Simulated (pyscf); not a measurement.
A first-order saddle from PySCF, ωB97X-D3(BJ)/def2-SVP:

```xyz
9

O     -0.6901    -0.8660    -0.2240
B     -0.0516     0.5675    -0.0563
Cl     1.7696     0.4003    -0.0481
Cl    -0.7319     1.7222    -1.2692
H     -0.0150    -1.5505    -0.3359
N     -0.6421     0.7024     1.3731
H     -0.9272    -0.5598     0.8727
H      0.0456     0.8388     2.1111
H     -1.3899     1.3877     1.4661
```

Surface: singlet, charge 0. Lowest wavenumbers (cm⁻¹): 1265i, 230, 247, 277, 357.

Question: Name the species on either side of this saddle.

Answer: HO–B(Cl)–Cl (SMILES OB(Cl)Cl) + NH₃ (SMILES N) <-> H₂O (SMILES O) + H₂N–B(Cl)–Cl (SMILES NB(Cl)Cl), a four-centre exchange read from left to right: B–O, H–N broken and H–O, B–N formed. At ωB97M-D3(BJ)/def2-TZVP it lies +0.58 eV from the left side and +0.48 eV from the right (each side as separated species at their lowest minima found). On the reactant side the descent ends in an adduct with a B–N contact, 0.86 eV under the separated species and 1.42 eV under the saddle at ωB97X-D3(BJ)/def2-TZVP. On the product side the descent ends in an adduct with a B–O contact, 0.09 eV over the separated species and 0.39 eV under the saddle at ωB97X-D3(BJ)/def2-TZVP. What is counted as formed (B–N) is already present as a longer contact in the reactant adduct; forming that adduct is a step of its own. What is counted as broken (B–O) persists as a longer contact in the product adduct; parting that adduct is a step of its own. The same reactants have a lower exit, to H₂N–B(OH)–Cl + HCl (barrier +0.19 eV at ωB97M-D3(BJ)/def2-TZVP, against +0.58 eV here). This is the saddle that the search found; another between the same sides may lie lower.
